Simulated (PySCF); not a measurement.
Molecule (SMILES): [H][H] (H2).
Geometry (B3LYP-D3(BJ)/def2-TZVP, fixed):
```xyz
2

H      0.0000     0.0000    -0.3720
H      0.0000     0.0000     0.3720
```
Charge 0, spin multiplicity 1.

Basis-set convergence of the lowest singlet excitation energy at CAM-B3LYP with PySCF. Tamm-Dancoff approximation; the state is taken by its order, and sets in which it differs in degeneracy or brightness are left out, yet its character can still change. All functions are spherical. Density fitting with generated auxiliary sets. No added dispersion term, no relativity. Reference: the value in d-aug-cc-pVTZ, 11.635 eV, itself unsure by roughly 0.011 eV (its mean distance from aug-pcseg-3, aug-cc-pVQZ, aug-pcseg-2). Deviations are taken from unrounded values.

```json
[
 {"basis": "def2-SVP", "functions": "10", "lowest singlet excitation energy (eV)": "13.626", "minus reference (eV)": "1.992"},
 {"basis": "pcseg-1", "functions": "10", "lowest singlet excitation energy (eV)": "13.214", "minus reference (eV)": "1.579"},
 {"basis": "def2-TZVP", "functions": "12", "lowest singlet excitation energy (eV)": "13.067", "minus reference (eV)": "1.433"},
 {"basis": "def2-SVPD", "functions": "16", "lowest singlet excitation energy (eV)": "12.802", "minus reference (eV)": "1.168"},
 {"basis": "aug-cc-pVDZ", "functions": "18", "lowest singlet excitation energy (eV)": "11.599", "minus reference (eV)": "-0.035"},
 {"basis": "aug-pcseg-1", "functions": "18", "lowest singlet excitation energy (eV)": "11.618", "minus reference (eV)": "-0.017"},
 {"basis": "def2-TZVPD", "functions": "18", "lowest singlet excitation energy (eV)": "12.405", "minus reference (eV)": "0.771"},
 {"basis": "d-aug-cc-pVDZ", "functions": "26", "lowest singlet excitation energy (eV)": "11.584", "minus reference (eV)": "-0.051"},
 {"basis": "def2-TZVPP", "functions": "28", "lowest singlet excitation energy (eV)": "13.069", "minus reference (eV)": "1.435"},
 {"basis": "jun-cc-pV(T+d)Z", "functions": "28", "lowest singlet excitation energy (eV)": "13.059", "minus reference (eV)": "1.424"},
 {"basis": "6-311++G(3df,3pd)", "functions": "36", "lowest singlet excitation energy (eV)": "11.720", "minus reference (eV)": "0.086"},
 {"basis": "aug-cc-pVTZ", "functions": "46", "lowest singlet excitation energy (eV)": "11.653", "minus reference (eV)": "0.018"},
 {"basis": "cc-pVQZ", "functions": "60", "lowest singlet excitation energy (eV)": "12.685", "minus reference (eV)": "1.050"},
 {"basis": "d-aug-cc-pVTZ", "functions": "64", "lowest singlet excitation energy (eV)": "11.635", "minus reference (eV)": "0.000"},
 {"basis": "pcseg-3", "functions": "66", "lowest singlet excitation energy (eV)": "11.898", "minus reference (eV)": "0.264"},
 {"basis": "aug-cc-pVQZ", "functions": "92", "lowest singlet excitation energy (eV)": "11.651", "minus reference (eV)": "0.017"},
 {"basis": "aug-pcseg-3", "functions": "98", "lowest singlet excitation energy (eV)": "11.643", "minus reference (eV)": "0.008"},
 {"basis": "aug-cc-pV5Z", "functions": "160", "lowest singlet excitation energy (eV)": "11.644", "minus reference (eV)": "0.009"}
]
```
